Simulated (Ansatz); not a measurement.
Compare A (`F/C=C\F`) with its isomer B (`C=C(F)F`).

Calculated with Ansatz (gas phase, PBE0-D4/def2-TZVP geometries, no zero-point term in ΔE). CCSD(T)/CBS is the MP2 limit (def2-TZVPP, def2-QZVPP) plus CCSD(T) − MP2 in def2-TZVPP, frozen cores. Functionals use def2-TZVPP.

**Question.** Which isomer does CCSD(T)/CBS put lower? Give the gap. (An estimate is asked.)

**Answer.** Computed: B, by 39.1 kJ/mol.

**Question.** Give E(B) − E(A) in kJ/mol with BLYP-D4, MP2/def2-TZVPP, HF/def2-TZVPP, B2PLYP, CCSD(T)/def2-TZVPP, CCSD/def2-TZVPP, ωB97M-V. (Best estimate.)

**Answer.** The calculation gave: BLYP-D4 -36.8, MP2/def2-TZVPP -45.1, HF/def2-TZVPP -41.7, B2PLYP -41.0, CCSD(T)/def2-TZVPP -41.5, CCSD/def2-TZVPP -41.3, ωB97M-V -43.7. None reverses the order clearly.

**Question.** Does the order hold for the free energy at 298.15 K (harmonic terms from PBE0-D4)? (Estimate.)

**Answer.** Computed: Yes: G(B) − G(A) = -39.4 kJ/mol.

Largest T1 diagnostic: 0.013.

From BLYP to BHLYP (50 % exact exchange), in def2-TZVPP and without D4, E(B) − E(A) moves by −4.6 kJ/mol. At CCSD(T), def2-SVP lies −8.4 kJ/mol from the extrapolated value and def2-TZVPP −2.4 kJ/mol.
